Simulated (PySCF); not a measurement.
Phosphorus: a sound run and one with changed settings

Sound run: P [Ne] 3s2 3p3, P⁺ [Ne] 3s2 3p2. Calculation: PySCF 2.14, in cc-pVTZ-DK (5s4p2d1f, 34 functions); scalar relativity by spin-free X2C-1e. In the sound run the correlated levels freeze [Ne]. The sound run starts from symmetry-adapted Hartree-Fock orbitals and uses a fine grid where one is needed.

Changed run: all electrons correlated in a basis built for the valence shell.

```tsv
species	method	sound run (hartree)	changed run (hartree)	converged
P	MP2	-341.61462	-341.65412	yes
P	CCSD(T)	-341.63600	-341.67550	yes
P⁺	MP2	-341.22986	-341.26946	yes
P⁺	CCSD(T)	-341.25208	-341.29189	yes
```

Ionisation energy of P:

```tsv
method	sound run (eV)	changed run (eV)
UHF	9.902	9.902
MP2	10.470	10.467
SCS-MP2	10.296	10.294
CCSD	10.406	10.399
CCSD(T)	10.447	10.439
```

A valence basis has no tight correlating functions, so it recovers only part of the core correlation, and not evenly between atom and ion.

For comparison, NIST gives 10.487 eV between the lowest levels.
